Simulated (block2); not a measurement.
# HCl (hydrogen chloride) at DMRG/STO-3G

What is the vertical ionisation energy of HCl (hydrogen chloride) at DMRG/STO-3G? 

The calculation is run with block2 0.5.4.

5 further runs of the same task are left out: 4 that didn't finish, 1 set aside as unsound or not needed.

**1. The molecule**

HCl has 2 atoms, charge 0, and is taken as a singlet. As SMILES, `Cl`. The shape is that of a PBE0-D4/def2-TZVP optimisation.

Bond lengths: Cl1–H2 1.279 Å.

**2. The energy at DMRG/STO-3G**

run_dmrg.py reads:

```python
import numpy as np
from pyscf import cc, dft, gto, mcscf, mp, scf
from pyblock2._pyscf.ao2mo import integrals as itg
from pyblock2.driver.core import DMRGDriver, SymmetryTypes

mol = gto.M(atom="""
Cl     0.546000    -0.178500     0.280800
H     -0.546000     0.178500    -0.280800
""", basis="sto-3g", spin=0, verbose=4, max_memory=2000)
print("nao: %d" % (mol.nao))
mf = scf.RHF(mol)
mf.conv_tol = 1e-10
mf.max_cycle = 200
mf.kernel()
if not mf.converged:
    mf = mf.newton().run(mf.mo_coeff, mf.mo_occ)
print("E(HF): %.10f" % (mf.e_tot))
# MP2, CCSD and CCSD(T) with the same frozen core
ref = mf
pt = mp.MP2(ref, frozen=5).run()
mycc = cc.CCSD(ref, frozen=5)
mycc.max_cycle = 150
mycc.kernel()
print("MP2 total energy: %.10f" % (pt.e_tot))
if mycc.converged:
    print(f"CCSD total energy: {mycc.e_tot:.10f}")
    print(f"E(CCSD(T)): {mycc.e_tot + mycc.ccsd_t():.10f}")
    print(f"T1 diagnostic: {mycc.get_t1_diagnostic():.4f}")
# a few density functionals on the same geometry and basis
ks = dft.RKS(mol, xc="m06l").set(conv_tol=1e-9, verbose=3).run()
if ks.converged:
    print("E(M06-L): %.8f" % (ks.e_tot))
ks = dft.RKS(mol, xc="pbe0").set(conv_tol=1e-9, verbose=3).run()
if ks.converged:
    print("E(PBE0): %.8f" % (ks.e_tot))
ks = dft.RKS(mol, xc="m062x").set(conv_tol=1e-9, verbose=3).run()
if ks.converged:
    print("E(M06-2X): %.8f" % (ks.e_tot))
ks = dft.RKS(mol, xc="r2scan").set(conv_tol=1e-9, verbose=3).run()
if ks.converged:
    print(f"E(r2SCAN): {ks.e_tot:.8f}")
# rotate to MP2 natural orbitals
occ_no, mo = mcscf.addons.make_natural_orbitals(mp.MP2(mf, frozen=5).run())
mf.mo_coeff = mo
ncas, n_elec, spin, ecore, h1e, g2e, orb_sym = itg.get_rhf_integrals(mf, ncore=5, ncas=5, pg_symm=False, g2e_symm=1)
drv = DMRGDriver(scratch="./tmp", symm_type=SymmetryTypes.SU2, stack_mem=1500 << 20, n_threads=1)
# order the orbitals along the chain
idx = drv.orbital_reordering(h1e, g2e, method="fiedler")
print("orbital order:", idx.tolist())
h1e = h1e[np.ix_(idx, idx)]
g2e = g2e[np.ix_(idx, idx, idx, idx)]
orb_sym = np.array(orb_sym)[idx]
drv.initialize_system(n_sites=ncas, n_elec=n_elec, spin=spin, orb_sym=orb_sym)
mpo = drv.get_qc_mpo(h1e=h1e, g2e=g2e, ecore=ecore, iprint=1)
occs = np.array([1.7] * 4 + [0.3] * 1)[idx]
mps = drv.get_random_mps(tag="GS", bond_dim=750, nroots=1, occs=occs)
bond_dims = [750] * 3 + [1125] * 2 + [1500] * 3
noises = [0.0001] * 3 + [0.0001] * 2 + [1e-05] * 3 + [0]
thrds = [1e-09] * 8
e = drv.dmrg(mpo, mps, n_sweeps=14, tol=1e-06, bond_dims=bond_dims, noises=noises, thrds=thrds, iprint=1)
ms, dws, es = drv.get_dmrg_results()
print("discarded weight: %.3e" % (dws[-1]))
print("total energy: %.10f" % (e))
dm1 = drv.get_1pdm(mps)
print("natural occupations:", np.round(np.linalg.eigvalsh(dm1)[::-1], 5).tolist())
print(f"largest bipartite entropy: {max(drv.get_bipartite_entanglement(mps)):.4f}")
csf, coef = drv.get_csf_coefficients(mps, cutoff=0.05, iprint=1)
print("c0^2: %.4f" % (np.max(np.abs(coef)) ** 2))
# exact diagonalisation in the same space
ci = mcscf.CASCI(mf, 5, (4, 4))
ci.fix_spin_(ss=0)
ci.fcisolver.conv_tol = 1e-10
ci.fcisolver.max_cycle = 200
ci.kernel()
print("E(FCI): %.10f" % (ci.e_tot))
```

Run with:

```
$ python run_dmrg.py
```

Output:

```text
[INPUT] verbose = 4
[INPUT] num. atoms = 2
[INPUT] num. electrons = 18
[INPUT] charge = 0
[INPUT] spin (= nelec alpha-beta = 2S) = 0
[INPUT] symmetry False subgroup None
[INPUT] Mole.unit = angstrom
[INPUT] Symbol           X                Y                Z      unit          X                Y                Z       unit  Magmom
[INPUT]  1 Cl     0.546000000000  -0.178500000000   0.280800000000 AA    1.031790464013  -0.337316113235   0.530635095778 Bohr   0.0
[INPUT]  2 H     -0.546000000000   0.178500000000  -0.280800000000 AA   -1.031790464013   0.337316113235  -0.530635095778 Bohr   0.0

nuclear repulsion = 7.03477695309743
number of shells = 6
number of NR pGTOs = 30
number of NR cGTOs = 10
basis = sto-3g
ecp = {}
CPU time:         0.32
nao: 10

******** <class 'pyscf.scf.hf.RHF'> ********
method = RHF
initial guess = minao
damping factor = 0
level_shift factor = 0
DIIS = <class 'pyscf.scf.diis.CDIIS'>
diis_start_cycle = 1
diis_space = 8
diis_damp = 0
SCF conv_tol = 1e-10
SCF conv_tol_grad = None
SCF max_cycles = 200
direct_scf = True
direct_scf_tol = 1e-13
chkfile to save SCF result = tmps1q8y1rq
max_memory 2000 MB (current use 109 MB)
Set gradient conv threshold to 1e-05
Initial guess from minao.
init E= -454.687090106877
  HOMO = -0.459413833315057  LUMO = 0.301448956142438  gap/eV = 20.70413
[... 13 lines left out ...]
converged SCF energy = -455.135062187413
[... 23 lines left out ...]
Init t2, MP2 energy = -455.147950364529  E_corr(MP2) -0.0128881771158763
[... 7 lines left out ...]
CCSD converged
[... 1 line left out ...]
MP2 total energy: -455.1479503646
CCSD total energy: -455.1542283692
[... 12 lines left out ...]
converged SCF energy = -455.771019178777
[... 10 lines left out ...]
converged SCF energy = -455.627380016171
[... 10 lines left out ...]
converged SCF energy = -455.777237183061
[... 10 lines left out ...]
converged SCF energy = -455.753970551009
[... 11 lines left out ...]
integral symmetrize error =  0.0
integral cutoff error =  0.0
[... 28 lines left out ...]
Sweep =    5 | Direction = backward | Bond dimension = 1500 | Noise =  1.00e-05 | Dav threshold =  1.00e-09
Time elapsed =      0.016 | E =    -455.1542283534 | DE = -1.07e-14 | DW = 3.04181e-25

Sweep =    6 | Direction =  forward | Bond dimension = 1500 | Noise =  1.00e-05 | Dav threshold =  1.00e-09
Time elapsed =      0.019 | E =    -455.1542283534 | DE = 1.07e-14 | DW = 7.11775e-27

Sweep =    7 | Direction = backward | Bond dimension = 1500 | Noise =  1.00e-05 | Dav threshold =  1.00e-09
Time elapsed =      0.021 | E =    -455.1542283534 | DE = 0.00e+00 | DW = 2.85708e-28

Sweep =    8 | Direction =  forward | Bond dimension = 1500 | Noise =  0.00e+00 | Dav threshold =  1.00e-07
Time elapsed =      0.024 | E =    -455.1542283534 | DE = 0.00e+00 | DW = 5.84387e-28

discarded weight: 5.844e-28
total energy: -455.1542283534
natural occupations: [1.99958, 1.99956, 1.99956, 1.97307, 0.02822]
largest bipartite entropy: 0.0767
mps center changed (temporarily)
DTRIE T =      0.000
Number of CSF =          2 (cutoff =      0.05)
Sum of weights of included CSF =    0.999055604407680

CSF          0 02222  =    0.992786212151742
CSF          1 20222  =   -0.115892801196084
c0^2: 0.9856

******** <class 'pyscf.mcscf.casci.CASCI'> ********
CAS (4e+4e, 5o), ncore = 5, nvir = 0
natorb = False
canonicalization = True
sorting_mo_energy = False
max_memory 2000 MB (current use 274 MB)
******** <class 'pyscf.fci.addons.SpinPenaltyFCISolver'> ********
max. cycles = 200
conv_tol = 1e-10
davidson only = True
linear dependence = 1e-12
level shift = 0.001
max iter space = 12
max_memory 2000 MB
nroots = 1
pspace_size = 400
spin = None
Density matrix diagonal elements [1.99956283 1.99956283 1.99948819 1.97292815 0.02845801]
CASCI converged
CASCI E = -455.154228353840  E(CI) = -17.9924815311012  S^2 = 0.0000000
E(FCI): -455.1542283538
```

Wall time 1.5 s (1 thread of Intel Xeon 6975P-C (Granite Rapids), shared host); peak memory 0.26 GiB.

**3. The doublet cation: a single-point energy at DMRG/STO-3G**

run_dmrg.py reads:

```python
import numpy as np
from pyscf import cc, dft, gto, mcscf, mp, scf
from pyblock2._pyscf.ao2mo import integrals as itg
from pyblock2.driver.core import DMRGDriver, SymmetryTypes

geom = """
Cl     0.546000    -0.178500     0.280800
H     -0.546000     0.178500    -0.280800
"""
mol = gto.M(
    atom=geom,
    basis="sto-3g",
    charge=1,
    spin=1,
    verbose=3,
    max_memory=2000,
)
print("basis functions               : %d" % (mol.nao))
mf = scf.ROHF(mol)
mf.conv_tol = 1e-10
mf.max_cycle = 200
mf.kernel()
if not mf.converged:
    mf = mf.newton().run(mf.mo_coeff, mf.mo_occ)
print(f"reference energy              : {mf.e_tot:.10f}")
# MP2, CCSD and CCSD(T) with the same frozen core
ref = scf.UHF(mol).run(mf.make_rdm1(), conv_tol=1e-10)
pt = mp.MP2(ref, frozen=5).run()
mycc = cc.CCSD(ref, frozen=5)
mycc.max_cycle = 150
mycc.kernel()
print(f"E(MP2)                        : {pt.e_tot:.10f}")
if mycc.converged:
    print(f"CCSD total energy             : {mycc.e_tot:.10f}")
    print("E(CCSD(T))                    : %.10f" % (mycc.e_tot + mycc.ccsd_t()))
# a few density functionals on the same geometry and basis
ks = dft.UKS(mol, xc="m06l").set(conv_tol=1e-9, verbose=3).run(mf.make_rdm1())
if ks.converged:
    print("E(M06-L)                      : %.8f" % (ks.e_tot))
ks = dft.UKS(mol, xc="pbe0").set(conv_tol=1e-9, verbose=3).run(mf.make_rdm1())
if ks.converged:
    print(f"E(PBE0)                       : {ks.e_tot:.8f}")
ks = dft.UKS(mol, xc="m062x").set(conv_tol=1e-9, verbose=3).run(mf.make_rdm1())
if ks.converged:
    print("E(M06-2X)                     : %.8f" % (ks.e_tot))
ks = dft.UKS(mol, xc="r2scan").set(conv_tol=1e-9, verbose=3).run(mf.make_rdm1())
if ks.converged:
    print(f"E(r2SCAN)                     : {ks.e_tot:.8f}")
ncas, n_elec, spin, ecore, h1e, g2e, orb_sym = itg.get_rhf_integrals(mf, ncore=5, ncas=5, pg_symm=False, g2e_symm=1)
dmrg = DMRGDriver(scratch="./tmp", symm_type=SymmetryTypes.SU2, stack_mem=1500 << 20, n_threads=1)
# order the orbitals along the chain
idx = dmrg.orbital_reordering(h1e, g2e, method="fiedler")
print("orbital order:", idx.tolist())
h1e = h1e[np.ix_(idx, idx)]
g2e = g2e[np.ix_(idx, idx, idx, idx)]
orb_sym = np.array(orb_sym)[idx]
dmrg.initialize_system(n_sites=ncas, n_elec=n_elec, spin=spin, orb_sym=orb_sym)
mpo = dmrg.get_qc_mpo(h1e=h1e, g2e=g2e, ecore=ecore, iprint=0)
occs = np.array([1.9] * 3 + [1.0] * 1 + [0.1] * 1)[idx]
psi = dmrg.get_random_mps(tag="GS", bond_dim=750, nroots=1, occs=occs)
bond_dims = [750] * 4 + [1125] * 2 + [1500] * 3
noises = [0.0001] * 4 + [0.0001] * 2 + [1e-05] * 3 + [0]
thrds = [1e-08] * 9
e = dmrg.dmrg(mpo, psi, n_sweeps=15, tol=1e-06, bond_dims=bond_dims, noises=noises, thrds=thrds, iprint=1)
ms, dws, es = dmrg.get_dmrg_results()
print("discarded weight              : %.3e" % (dws[-1]))
print("E(final)                      : %.10f" % (e))
dm1 = dmrg.get_1pdm(psi)
print("NOONs                         :", np.round(np.linalg.eigvalsh(dm1)[::-1], 5).tolist())
print(f"max block entropy             : {max(dmrg.get_bipartite_entanglement(psi)):.4f}")
# exact diagonalisation in the same space
ci = mcscf.CASCI(mf, 5, (4, 3))
ci.fix_spin_(ss=0.75)
ci.fcisolver.conv_tol = 1e-10
ci.fcisolver.max_cycle = 200
ci.kernel()
print(f"E(FCI)                        : {ci.e_tot:.10f}")
```

Run with:

```
$ python run_dmrg.py
```

Output:

```text
basis functions               : 10
converged SCF energy = -454.726341061538
reference energy              : -454.7263410615
converged SCF energy = -454.72698177973  <S^2> = 0.75212205  2S+1 = 2.0021209
E(UMP2) = -454.737682534756  E_corr = -0.0107007550257196
E(SCS-UMP2) = -454.739822685761  E_corr = -0.0128409060308635
E(UCCSD) = -454.7429928362871  E_corr = -0.01601105655667972
E(MP2)                        : -454.7376825348
CCSD total energy             : -454.7429928363
UCCSD(T) correction = -3.87778075647564e-07
E(CCSD(T))                    : -454.7429932241
converged SCF energy = -455.311074776299  <S^2> = 0.75157725  2S+1 = 2.0015766
E(M06-L)                      : -455.31107478
converged SCF energy = -455.17577288052  <S^2> = 0.75071955  2S+1 = 2.0007194
E(PBE0)                       : -455.17577288
converged SCF energy = -455.321850549266  <S^2> = 0.75095403  2S+1 = 2.0009538
E(M06-2X)                     : -455.32185055
converged SCF energy = -455.301424146998  <S^2> = 0.7510567  2S+1 = 2.0010564
E(r2SCAN)                     : -455.30142415
orbital order: [4, 1, 0, 2, 3]

Sweep =    0 | Direction =  forward | Bond dimension =  750 | Noise =  1.00e-04 | Dav threshold =  1.00e-08
Time elapsed =      0.005 | E =    -454.7429929301 | DW = 2.47051e-21

Sweep =    1 | Direction = backward | Bond dimension =  750 | Noise =  1.00e-04 | Dav threshold =  1.00e-08
Time elapsed =      0.009 | E =    -454.7429929301 | DE = 2.13e-14 | DW = 1.11603e-20

Sweep =    2 | Direction =  forward | Bond dimension =  750 | Noise =  1.00e-04 | Dav threshold =  1.00e-08
Time elapsed =      0.013 | E =    -454.7429929301 | DE = -7.11e-15 | DW = 1.31564e-21

Sweep =    3 | Direction = backward | Bond dimension =  750 | Noise =  1.00e-04 | Dav threshold =  1.00e-08
Time elapsed =      0.017 | E =    -454.7429929301 | DE = 0.00e+00 | DW = 1.81729e-21

Sweep =    4 | Direction =  forward | Bond dimension = 1125 | Noise =  1.00e-04 | Dav threshold =  1.00e-08
Time elapsed =      0.021 | E =    -454.7429929301 | DE = 0.00e+00 | DW = 2.29261e-21

Sweep =    5 | Direction = backward | Bond dimension = 1125 | Noise =  1.00e-04 | Dav threshold =  1.00e-08
Time elapsed =      0.025 | E =    -454.7429929301 | DE = 0.00e+00 | DW = 1.01611e-20

Sweep =    6 | Direction =  forward | Bond dimension = 1500 | Noise =  1.00e-05 | Dav threshold =  1.00e-08
Time elapsed =      0.029 | E =    -454.7429929301 | DE = 7.11e-15 | DW = 5.28600e-22

Sweep =    7 | Direction = backward | Bond dimension = 1500 | Noise =  1.00e-05 | Dav threshold =  1.00e-08
Time elapsed =      0.033 | E =    -454.7429929301 | DE = 3.55e-15 | DW = 3.98091e-22

Sweep =    8 | Direction =  forward | Bond dimension = 1500 | Noise =  1.00e-05 | Dav threshold =  1.00e-08
Time elapsed =      0.037 | E =    -454.7429929301 | DE = 0.00e+00 | DW = 2.21765e-22

Sweep =    9 | Direction = backward | Bond dimension = 1500 | Noise =  0.00e+00 | Dav threshold =  1.00e-07
Time elapsed =      0.040 | E =    -454.7429929301 | DE = -3.55e-15 | DW = 3.06513e-21

discarded weight              : 3.065e-21
E(final)                      : -454.7429929301
NOONs                         : [1.99974, 1.99913, 1.97812, 1.0, 0.02301]
max block entropy             : 0.0758
CASCI E = -454.742992930249  E(CI) = -17.5790983590952  S^2 = 0.7500000
E(FCI)                        : -454.7429929302
```

Wall time 2.2 s (1 thread of Intel Xeon 6975P-C (Granite Rapids), shared host); peak memory 0.25 GiB.

**4. Results**

At DMRG/STO-3G, 5 core orbitals frozen:

| quantity | value |
| --- | --- |
| run 1, DMRG/STO-3G: total energy | -455.15423 Eh |
| run 1, DMRG/STO-3G: T1 diagnostic of the CCSD step | 0.004 |
| doublet cation: total energy | -454.74299 Eh |
| vertical ionisation energy (to the doublet cation) | 11.190 eV |

Removing an electron at fixed nuclei costs 11.19 eV (258 kcal/mol). In a minimal basis such a difference can be off by several eV, whatever the method.
